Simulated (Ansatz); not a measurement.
Molecule: formic acid, CH2O2, net charge 0, singlet state. 
Geometry from a B3LYP-D3(BJ)/def2-TZVP (Ansatz, a quantum-chemistry and plane-wave program) optimisation:
SMILES: O=CO
```xyz
5

O     -1.0316    -0.4355    -0.0191
C      0.0042     0.4206     0.0039
O      1.1586     0.1057     0.0179
H     -0.6697    -1.3375    -0.0221
H     -0.3712     1.4518     0.0079
```

Property: vertical triplet-singlet gap (E(triplet) - E(singlet); each state is the SCF solution reached for its spin), in kcal/mol. Valence correlation only, unless marked. UHF or UKS for open shells. No spin-orbit coupling. No relativistic terms. Basis-set limits of correlation are two-point, X^-3; Hartree-Fock from the larger set. [CCSD(T)-MP2]/basis is that difference in the basis named.

RI-MP2/CBS(aug-cc-pVTZ,aug-cc-pVQZ)+[CCSD(T)-MP2]/aug-cc-pVTZ (Ansatz) gives 129.7 kcal/mol.

Another calculation gave 124.2 kcal/mol. Which level was it?
(A) CAM-B3LYP/def2-TZVPD (Ansatz)
(B) wB97X-V/def2-TZVPD (Ansatz)
(C) BHLYP/def2-TZVPD (Ansatz)
(D) B2PLYP/def2-TZVPD (Ansatz)

B, wB97X-V/def2-TZVPD (Ansatz). The others give 121.2 (CAM-B3LYP), 116.7 (BHLYP), 126.8 (B2PLYP) kcal/mol.
